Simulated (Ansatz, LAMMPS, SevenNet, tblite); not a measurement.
## Elastic constant C11 of wurtzite CdS: levels of theory against measurement

Reference value: 83.1 GPa (measured, temperature not stated, not corrected to a static lattice; as tabulated in Oses et al. (2018), arXiv:1811.08464).

```
level (code)                               value (GPa)  cell (Å³/atom)
-----------------------------------------  -----------  --------------
Stillinger–Weber CdTeZnSeHgS0.sw (LAMMPS)          119           24.83
GFN1-xTB (tblite)                                 56.8           27.19
SevenNet-l3i5 (SevenNet)                          74.2           26.23
PBE (Ansatz)                                      77.8           26.03
r²SCAN (Ansatz)                                   84.2           25.40
B3LYP (VWN-RPA form) (Ansatz)                        ?           26.63
Hartree–Fock (Ansatz)                                ?           27.52
```

**Question.** Fill in the missing entries.

**Answer.** 
- B3LYP (VWN-RPA form) (Ansatz, a first-principles code), value (GPa): 80.9
- Hartree–Fock (Ansatz), value (GPa): 85.3

Differences against the reference: Stillinger–Weber CdTeZnSeHgS0.sw +43 %, GFN1-xTB -32 %, SevenNet-l3i5 -10.7 %, PBE -6.4 %, r²SCAN +1.3 %, B3LYP (VWN-RPA form) -2.6 %, Hartree–Fock +2.6 %.

Leaving aside Stillinger–Weber CdTeZnSeHgS0.sw, which can be fitted to such values or carry a doubt: The reference's temperature isn't stated, so close values are not ranked against it. Off by more than 25 % (a bound picked here): GFN1-xTB (-32 %).

The reference has no zero-point or thermal correction, while the calculations are for a static lattice, so the differences are not the levels' errors alone. A static lattice is as a rule stiffer than a warm one, by over a tenth in soft solids.  Stillinger–Weber CdTeZnSeHgS0.sw: the potential file covers more elements than this solid holds. GFN1-xTB: the method was fitted mainly to molecules. GFN1-xTB: the run uses a supercell at the zone centre in place of a k mesh. Each level is taken at its own relaxed cell. Cutoffs and k meshes differ between the levels. Ansatz's density-functional and Hartree–Fock values are scalar-relativistic unless marked +SOC, with PAW data made under PBE.

Empirical potentials (Stillinger–Weber CdTeZnSeHgS0.sw) are fitted to chosen data, which need not cover the solid at hand: agreement can be built in, and what lay outside the fit can be far off. Machine-learned potentials (SevenNet-l3i5) are trained on DFT data, which may include these solids.

Differences are worked out from the printed values.
